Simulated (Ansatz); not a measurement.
Ansatz (a first-principles code) input:

Ansatz 0.2 input:
```yaml
crystal:
  periodic: [false, false, false]
  atoms:
    - {symbol: C, position_ang: [0.89987723, -0.63980222, 0.00820165]}
    - {symbol: C, position_ang: [2.37731719, -0.24900855, 0.01729122]}
    - {symbol: C, position_ang: [0.00782472, 0.58561474, -0.00172371]}
    - {symbol: H, position_ang: [0.66398392, -1.24623472, 0.88519130]}
    - {symbol: H, position_ang: [0.67618002, -1.25155889, -0.86828578]}
    - {symbol: H, position_ang: [3.01152601, -1.13632650, 0.02439659]}
    - {symbol: Cl, position_ang: [-1.74447778, 0.13955873, -0.01255726]}
    - {symbol: H, position_ang: [2.63841844, 0.33933707, -0.86522713]}
    - {symbol: H, position_ang: [2.62614223, 0.34469621, 0.89976719]}
    - {symbol: H, position_ang: [0.15871891, 1.20107121, 0.88308760]}
    - {symbol: H, position_ang: [0.17103800, 1.19569335, -0.88807143]}
basis:
  gaussian:
    orbitals: def2-SVP
hamiltonian:
  xc: {name: PBE0}
```

Q: Which total energy does the run end on?

A: -578.20746 Eh (PBE0/def2-SVP). The basis has 95 functions.
